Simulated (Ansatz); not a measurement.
# CH4MgO: the cost of one run

Program: the Python package of Ansatz 0.2.0. Level of theory: MP2/6-31G*. These are calculated values, not measurements.

## (1) The structure

Bond lengths: C1–O2 1.358 Å, O2–Mg3 1.979 Å, C1–H4 1.118 Å, C1–H5 1.081 Å, C1–H6 1.181 Å, Mg3–H7 1.818 Å. Angles: C1–O2–Mg3 102.3°, O2–C1–H4 113.0°, O2–C1–H5 114.2°, O2–C1–H6 108.7°, H4–C1–H5 106.4°, H4–C1–H6 107.5°, H5–C1–H6 106.6°, O2–Mg3–H7 178.0°.

No structure file is read: the coordinates are typed or built in the script.

## (2) The script

Input file ch4mgo.py:

```python
"""Proton affinity of CH4MgO at one site."""

import ansatz
from ase import Atoms
import numpy as np

BASIS = "6-31G*"
LEVEL = "MP2"
NET_CHARGE = 1
FMAX = 0.01

atoms = Atoms(["C", "O", "Mg", "H", "H", "H", "H"], positions=[
    (-0.5901, 0.7596, -0.013),
    (-0.7844, -0.4026, 0.662),
    (0.8258, -1.4456, 0.1757),
    (-0.5037, 0.6146, -1.1179),
    (0.2898, 1.3079, 0.2923),
    (-1.5138, 1.4698, 0.1815),
    (2.3377, -2.3717, -0.2265),
])
mol = ansatz.Crystal.molecule_from_ase(atoms)

calc = mol.calculation().basis(gaussian=BASIS).correlation(LEVEL)
symbols = [site.symbol for site in mol.cartesian_sites]
start = np.array([site.position_ang for site in mol.cartesian_sites], dtype=float)
r = calc.relax(force_tolerance=0.01, max_steps=100).run().report
end = np.array(r["positions_ang"])

# start the new hydrogen opposite the existing bonds
away = sum((end[1] - end[j]) / np.linalg.norm(end[1] - end[j]) for j in [0, 2]) + np.array([0.15, 0.1, -0.2])
proton = end[1] + 1.0 * away / np.linalg.norm(away)
acid = ansatz.Crystal.molecule()
for symbol, place in zip(symbols, end):
    acid = acid.atom(symbol, place.tolist())
acid = acid.atom("H", proton.tolist())
protonated = acid.calculation()
protonated = protonated.basis(gaussian=BASIS)
protonated = protonated.correlation(LEVEL).charge(NET_CHARGE)
protonated = protonated.relax(force_tolerance=FMAX, max_steps=80)
after = protonated.run().report
xyz = np.array(after["positions_ang"])
reach = np.linalg.norm(xyz[:-1] - xyz[-1], axis=1)
print(f"base {r['free_energy_ev']:.5f} eV, protonated {after['free_energy_ev']:.5f} eV")
print(f"the proton ends {reach.min():.3f} A from {symbols[reach.argmin()]}{reach.argmin()}")
print(f"electronic proton affinity {96.485332 * (r['free_energy_ev'] - after['free_energy_ev']):.1f} kJ/mol")
```

## (3) The calls as engine input

The package turns the script's settings into the engine's input (first run):

```yaml
crystal:
  periodic: [false, false, false]
  atoms:
    - { symbol: C, position_ang: [-0.5901, 0.7596, -0.013] }
    - { symbol: O, position_ang: [-0.7844, -0.4026, 0.662] }
    - { symbol: Mg, position_ang: [0.8258, -1.4456, 0.1757] }
    - { symbol: H, position_ang: [-0.5037, 0.6146, -1.1179] }
    - { symbol: H, position_ang: [0.2898, 1.3079, 0.2923] }
    - { symbol: H, position_ang: [-1.5138, 1.4698, 0.1815] }
    - { symbol: H, position_ang: [2.3377, -2.3717, -0.2265] }
basis:
  gaussian:
    orbitals: "6-31G*"
correlation:
  method: mp2
relax:
  f_tol: 0.01
  max_steps: 100
```

## (4) The run

On the command line:

```bash
python ch4mgo.py
```

What time and memory should one allow on 1 thread of Arm Neoverse V1, shared host?

About 35 s, with a peak of 0.2 GiB.
